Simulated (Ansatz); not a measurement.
# CHN (singlet): from Hartree-Fock to the top rungs, STO-3G

The task here is to estimate one member of a computed series from the others.

Method: STO-3G, core rule «outside noble gas», up to 2 orbitals frozen; program: Ansatz 0.2.0, Gaussian basis.

Plan: UHF; CCSD(T) on RHF; CCSD(T) on UHF; BCCD(T) on RHF; CISD; CCSDT(Q) on RHF; CCSDT(Q) on UHF; CISDTQ; CCSDTQ on RHF; CCSDTQ on UHF; CASSCF and MRCISD+Q, 10 electrons in 9 orbitals; CASSCF and NEVPT2, 10 electrons in 9 orbitals; Full CI.

9 further runs of the same task are left out: 9 set aside as unsound or not needed.

### The geometry

The geometry is an MP2(full)/6-31G* stationary point (not a proven minimum).

3 atoms, charge 0, spin multiplicity 1.

Atoms are counted from 1 here; the program's logs count them from 0.

Bond lengths: C1–N2 1.176 Å, C1–H3 1.069 Å. Angles: N2–C1–H3 180.0°.

Set-up of the first run:

in.yaml

```yaml
crystal:
  periodic: [false, false, false]
  atoms:
    - {symbol: C, position_ang: [0.000000, 0.000000, 0.035736]}
    - {symbol: N, position_ang: [0.000000, 0.000000, -1.140472]}
    - {symbol: H, position_ang: [0.000000, 0.000000, 1.104735]}
basis:
  gaussian: {orbitals: STO-3G}
magnetization: {spin_polarized: true, initial_magnetization: 0}
hamiltonian: {xc: hf}
output: {orbitals: {seedname: orbitals}}
```

Run with:

```sh
ansatz run in.yaml --threads 1 --pin off --events-out ev --progress --plain --max-ram 4096MiB --backend cpu
```

Steps of the session up to this table: UHF; CCSD(T) on RHF; CCSD(T) on UHF; BCCD(T) on RHF; CISD; CCSDT(Q) on RHF; CCSDT(Q) on UHF; CISDTQ; CCSDTQ on RHF; CCSDTQ on UHF; CASSCF and MRCISD+Q, 10 electrons in 9 orbitals; CASSCF and NEVPT2, 10 electrons in 9 orbitals; Full CI.

One of the session's tables, all rows but one given; the rest of the session is left out.

```
          method  from FCI (kJ/mol)
             RHF             +450.5
             UHF             +447.8
            RMP2              +29.4
            CISD              +40.3
           RCCSD               +9.7
        RCCSD(T)               +6.2
         BCCD(T)               +6.2
          RCCSDT               +5.9
          CISDTQ                  ?
       RCCSDT(Q)               +0.4
         RCCSDTQ               +0.1
  CASSCF valence                0.0
  NEVPT2 valence                0.0
  MRCISD valence                0.0
MRCISD+Q valence                0.0
             FCI                  0
```

**Question.** Estimate the row for CISDTQ.

As computed: from FCI (kJ/mol): +1.3. In the column «from FCI (kJ/mol)» it lies between RCCSDT(Q) (+0.4) and RCCSDT (+5.9).

Not comparable, so not listed: CCSD(T) on UHF; CCSDTQ on UHF (they don't share determinant, frozen orbitals or solution with the rows shown, or repeat one).
